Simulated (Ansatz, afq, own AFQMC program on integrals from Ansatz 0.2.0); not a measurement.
AFQMC on a folder of integrals that Ansatz 0.2.0 wrote.

```yaml
crystal:
  periodic: [false, false, false]
  atoms:
    - {symbol: B, position_ang: [0.000000, -0.603362, -0.034517]}
    - {symbol: O, position_ang: [0.000000, 0.273014, 1.367044]}
    - {symbol: F, position_ang: [0.000000, 0.113424, -1.131607]}
basis:
  gaussian: {orbitals: cc-pVDZ}
magnetization: {spin_polarized: true, initial_magnetization: 2}
correlation: {method: ccsd_t, electrons: outside_noble_gas, hamiltonian_folder: ham}
```

```sh
$ ansatz run in.yaml --threads 1 --pin off --events-out ev --progress --plain --max-ram 1382MiB
```

afq runs on the folder ham with

```
--method phaseless --trial hf --walkers 120 --populations 1 --least-time 40 --time-step 0.005 --steps-per-block 20 --equilibration-blocks 112 --max-blocks 600 --target-error 0.00144 --factor-cut 1e-05 --start spin_pure --seed 5496 --taylor-order 6
```

Times are imaginary, in 1/Eh. The walk had a cap of 2050 s.

Log:

```
orbitals 39  electrons 9 7  factors 289 of 388
reference energy -198.94682927 Eh
CCSD correlation -0.40515303 Eh in 15 cycles, weight of the determinant in the CISD state 0.8835
energy of the start -198.947501 Eh
 block  time / (1/Eh)  mean weight  energy / Eh
     1     0.100  1.0044  -199.105170
     2     0.200  1.0070  -199.166742
     3     0.300  0.9995  -199.195376
     4     0.400  1.0044  -199.243615
     5     0.500  1.0038  -199.291267
     8     0.800  0.9999  -199.327985
    18     1.800  1.0037  -199.383786
    69     6.900  1.0019  -199.393292
   120    12.000  1.0011  -199.353366
   171    17.100  0.9994  -199.312453
   222    22.200  1.0015  -199.316039
   273    27.300  0.9994  -199.364548
   324    32.400  1.0000  -199.396175
   375    37.500  0.9974  -199.331009
   426    42.600  0.9990  -199.357600
   477    47.700  0.9989  -199.332802
   528    52.800  0.9982  -199.325593
   579    57.900  1.0035  -199.335303
   630    63.000  1.0001  -199.324385
   681    68.100  0.9981  -199.458551
   698    69.800  0.9958  -199.296453
blocks merged  error / Eh  count
     1  0.001353  600
     2  0.001765  300
     4  0.002314  150
     8  0.002783  75
    16  0.003300  37
    32  0.003180  18
    64  0.003007  9
energy -199.362814 +/- 0.003300 Eh
(rows thinned)
```

The run passed its tests (sampling time, drift between the halves within three errors, error under three times the target), which doesn't prove that it has relaxed.

Against this walk (error 89.8 meV) on the same determinant: CCSD(T) 36.4 meV higher (within the noise), a separate phaseless walk with a CISD trial and standard settings 17.7 ± 90.7 meV lower (within the noise). The error is statistical and leaves out the bias of the constraint. None of these is a sure reference here.

Cautions: constraint bias not in the error; error above the target (89.8 against 39.2 meV); lower spins were not checked.

The walk took 5.1 min on 1 thread of Intel(R) Xeon(R) Platinum 8488C (Sapphire Rapids), with other jobs on the host. The log's last line is the phaseless energy.

A walk keeps the symmetry of its determinant, which the program's search chose and which needn't be the lowest solution, so a lower state of the same spin and another symmetry isn't excluded.
